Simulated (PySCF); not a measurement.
# C4H4N2 (Pyrazine): the cost of one run

The runs use PySCF 2.14.0, with density-fitted response routines of our own; the level of theory stands in each step. All values are computed, except where a source is named. Atoms are numbered from 0 throughout.

## (1) Starting geometry

10 atoms, charge 0, multiplicity 1; geometry from: MMFF94s. The atoms were then displaced at random by about 0.03 Å, so the start is not that level's minimum.

Bonds of the start (Å): C0–C1 1.45, C1–N2 1.39, N2–C3 1.21, C3–C4 1.42, C4–N5 1.33, N5–C0 1.38, C0–H6 1.02, C1–H7 1.15, C3–H8 1.18, C4–H9 1.08.

## (2) Relaxing the molecule at PBE0-D3(BJ)/def2-SVP

What the job is given:

```
{"job": {"xc": "PBE0", "basis": "def2-SVP", "d3": "d3bj", "grid": 1, "shake": 0.03, "kind": "geom"}, "charge": 0, "multiplicity": 1}
C      1.170400    -0.819650     0.049430
C      1.154580     0.627150     0.014430
N      0.003310     1.409330    -0.042320
C     -1.009490     0.749750    -0.047460
C     -1.180050    -0.660770    -0.052550
N     -0.075630    -1.401830     0.009210
H      2.034970    -1.356500     0.067520
H      2.166140     1.181880     0.022570
H     -2.011720     1.366720    -0.008750
H     -2.127860    -1.172830    -0.007650
```

The run is started by

```
> OMP_NUM_THREADS=1 python probes_run.py task.json out
```

This one command runs all jobs of the session in turn.

Q: Estimate the wall time and peak memory of this first job on 1 thread of Intel Xeon Platinum 8488C, shared host.

About 35 s, with a peak of 0.43 GiB.
